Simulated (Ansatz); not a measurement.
# Counterpoise correction, worked out

The pair of C₂H₄ (SMILES C=C, atoms 1–6) and SiH₄ (SMILES [SiH4], atoms 7–11), both closed shells, in one local arrangement (a lower one may exist), relaxed at PBE0-D4/def2-TZVP:

```
atom    x (Å)    y (Å)    z (Å)
  C1  -0.0013   0.6413  -1.6625
  C2  -0.0512  -0.6812  -1.6557
  H3   0.9341   1.1751  -1.7911
  H4  -0.8935   1.2456  -1.5383
  H5  -0.9862  -1.2154  -1.5256
  H6   0.8414  -1.2852  -1.7783
 Si7   0.0318   0.0238   1.9835
  H8  -1.3706  -0.0567   1.5044
  H9   0.0342   0.0435   3.4706
 H10   0.6661   1.2675   1.4806
 H11   0.7953  -1.1581   1.5124
```

Ansatz 0.2.0; basis: def2-TZVPPD; cores frozen in the correlated methods.

CCSD(T) total energies in eV:

| system | geometry | basis functions | energy |
| --- | --- | --- | --- |
| pair | pair | all | -10064.94379 |
| C₂H₄ | as in the pair | all (partner as ghosts) | -2134.50478 |
| SiH₄ | as in the pair | all (partner as ghosts) | -7930.39133 |
| C₂H₄ | as in the pair | its own | -2134.49558 |
| SiH₄ | as in the pair | its own | -7930.38478 |
| C₂H₄ | free (PBE0-D4 minimum) | its own | -2134.49516 |
| SiH₄ | free (PBE0-D4 minimum) | its own | -7930.38537 |

(1) Work out the interaction energy with and without the counterpoise correction, the superposition error, and the binding energy from the relaxed fragments.

No T1 diagnostic of these runs exceeds 0.011.

Results:

(1) Without correction: -10064.94379 − (-2134.49558) − (-7930.38478) = -0.06343 eV.
With correction (each fragment in the whole basis): -10064.94379 − (-2134.50478) − (-7930.39133) = -0.04768 eV = -1.10 kcal/mol.
The superposition error is the difference, 0.01575 eV, 25 % of the uncorrected value: each fragment borrows its partner's functions.
Deformation from the free shapes: -0.00042 eV for C₂H₄ and 0.00059 eV for SiH₄ (a small negative value is possible, since the free shapes are minima of another method).
Binding energy from relaxed fragments: -0.04768 + (-0.00042) + 0.00059 = -0.04751 eV = -1.10 kcal/mol (electronic, without zero-point energy; negative means bound). For comparison, the corrected interaction energy by CCSD(T) at an estimated basis limit (MP2 extrapolated from triple and quadruple zeta, plus CCSD(T) − MP2 in triple zeta) is -0.057 eV; triple zeta with the correction binds less.

For scale, one of the runs: CCSD(T)/def2-TZVPPD, 258 basis functions, launched by `ansatz run in.yaml --threads 4 --pin off --events-out ev --progress --plain --max-ram 9574MiB`. Time: 77 s of wall clock on 4 CPU threads of an Arm Neoverse V1; the host was shared. Peak host memory: 5.8 GiB.
